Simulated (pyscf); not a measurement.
## Four-centre exchange: AsH₃ + silane (SiH₄) → AsH₃ + silane (SiH₄)

Gas phase, singlet surface, charge 0. Bonds broken: As1–H6, H2–Si5. Bonds formed: As1–H2, Si5–H6. Structures and frequencies: ωB97X-D3(BJ)/def2-SVP in PySCF. Correlated levels are frozen-core, on RHF or UHF. ΔMP2 is the change of the MP2 total energy from the triple- to the quadruple-zeta basis.

Transition state (Å):

```xyz
9

As     0.7832     1.2944     0.3709
H     -0.7880     1.1337    -0.3445
H      1.7631     0.3029     1.0406
H      1.2230     0.7470    -1.0074
Si    -1.2139    -0.2900     0.5582
H     -0.2685     0.7062     1.6249
H     -1.4699    -0.9714    -0.7596
H     -0.8683    -1.4617     1.4369
H     -2.3912     0.4776     1.0445
```

One imaginary mode, 839i cm⁻¹; descent along it reached the two sides named.

```csv
bond,change,reactant side (Å),saddle,product side
As1–H6,breaks,1.520,1.739,3.2
H2–Si5,breaks,1.491,1.739,3.2
As1–H2,forms,3.2,1.734,1.520
Si5–H6,forms,3.2,1.739,1.491
```

Electronic energies relative to the separated reactants (kcal/mol):

| level | barrier | reaction energy | reverse barrier |
|---|---|---|---|
| ωB97X-D3(BJ)/def2-TZVP | 68.5 | 0.0 | 68.5 |
| PBE/def2-TZVP | 64.0 | 0.0 | 64.0 |
| r²SCAN/def2-TZVP | 67.1 | 0.0 | 67.1 |
| B3LYP-D3(BJ)/def2-TZVP | 71.3 | 0.0 | 71.3 |
| PBE0-D3(BJ)/def2-TZVP | 65.7 | 0.0 | 65.7 |
| M06-2X/def2-TZVP | 69.4 | 0.0 | 69.4 |
| ωB97M-D3(BJ)/def2-TZVP | 71.9 | 0.0 | 71.9 |
| HF/def2-TZVP | 92.8 | 0.0 | 92.8 |
| MP2/def2-QZVPP | 73.4 | 0.0 | 73.4 |
| CCSD/def2-TZVPP | 76.6 | 0.0 | 76.6 |
| CCSD(T)/def2-TZVPP | 73.7 | 0.0 | 73.7 |
| CCSD(T)/def2-TZVPP + ΔMP2(QZVPP) | 73.3 | 0.0 | 73.3 |

With CCSD(T)/def2-TZVPP + ΔMP2(QZVPP) energies and thermal terms (ideal gas, 1 atm, RRHO with modes under 100 cm⁻¹ raised to 100, one conformer, R ln 2 for chiral ones without a mode under 150 cm⁻¹), in kcal/mol:

```json
[
 {"T (K)": "298", "ΔH‡": "73.3", "ΔG‡": "83.0", "ΔH": "0.0", "ΔG": "0.0"},
 {"T (K)": "600", "ΔH‡": "73.3", "ΔG‡": "92.9", "ΔH": "0.0", "ΔG": "0.0"},
 {"T (K)": "900", "ΔH‡": "73.9", "ΔG‡": "102.6", "ΔH": "0.0", "ΔG": "0.0"},
 {"T (K)": "1200", "ΔH‡": "74.6", "ΔG‡": "112.1", "ΔH": "0.0", "ΔG": "0.0"}
]
```

At the saddle there is also a short As–Si contact that neither side keeps. The same reactants have a lower exit, to H₃Si–AsH₂ + H₂ (barrier +65.0 kcal/mol at ωB97M-D3(BJ)/def2-TZVP, against +71.9 kcal/mol here). One saddle was located; it need not be the lowest between these sides. The CCSD(T) − MP2 part came from Ansatz, without density fitting, on the same reference. The frozen core leaves the outer d or s,p core shells of the metals and heavy elements correlated in the MP2 and CC values, and def2-TZVPP describes them poorly, which can shift differences by a few kcal/mol. Elements up to Kr have no core potential and no relativistic terms here.
